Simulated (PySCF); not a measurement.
Molfile (atoms numbered from 1):
```
C2H3ClF2
     RDKit          3D

  8  7  0  0  0  0  0  0  0  0999 V2000
   -0.6634   -0.3111   -0.3602 C   0  0  0  0  0  0  0  0  0  0  0  0
    0.5193    0.2645    0.3580 C   0  0  0  0  0  0  0  0  0  0  0  0
    0.8397   -0.4780    1.4298 F   0  0  0  0  0  0  0  0  0  0  0  0
    0.2554    1.5023    0.8068 F   0  0  0  0  0  0  0  0  0  0  0  0
    1.9563    0.3577   -0.6911 Cl  0  0  0  0  0  0  0  0  0  0  0  0
   -0.4314   -1.3185   -0.7008 H   0  0  0  0  0  0  0  0  0  0  0  0
   -0.9147    0.3149   -1.2143 H   0  0  0  0  0  0  0  0  0  0  0  0
   -1.5044   -0.3423    0.3344 H   0  0  0  0  0  0  0  0  0  0  0  0
  1  2  1  0
  2  3  1  0
  2  4  1  0
  2  5  1  0
  1  6  1  0
  1  7  1  0
  1  8  1  0
M  END
```

Fast rotation and ring inversion assumed for equivalent nuclei, single conformer, no relativistic terms, no solvent. B97-2/pcSseg-2 with gauge-including orbitals; geometry: PBE0-D3(BJ)/def2-TZVP; PySCF 2.14.0 with density-fitted response routines.

δ = σ(ref) − σ, references computed at the same level: ¹³C (185.38 ppm), ¹H (31.64 ppm) vs TMS; ¹⁹F (175.98 ppm) vs CFCl3; ³⁵Cl (941.52 ppm) vs HCl.

| atoms | nucleus | count | δ (ppm) |
| --- | --- | --- | --- |
| C1 | ¹³C | 1 | 31.6 |
| Cl5 | ³⁵Cl | 1 | ? |
| C2 | ¹³C | 1 | 142.4 |
| F3/F4 | ¹⁹F | 2 | -56.7 |
| H6/H7/H8 | ¹H | 3 | ? |

Question: Complete the table.

Answer: 
- H6/H7/H8: 1.96 ppm, hydrogen on a methyl carbon
- Cl5: 346 ppm, chlorine bonded to C

Carbons that carry Cl, above all several Cl atoms, come out too deshielded, partly because spin–orbit coupling is missing. Shifts are as computed. Against solution values, carbons near 30 ppm lie about +3 ppm off and those near 130 ppm about +7 ppm; carbons on Cl a further +5 ppm. Of 1211 compounds with measured shifts, 218 miss one by over three times the rms of a fit or turn the order of signals round; such compounds aren't used in these exercises. Unscaled 19F shifts against computed CFCl3 carry errors that often reach 10 to 50 ppm.
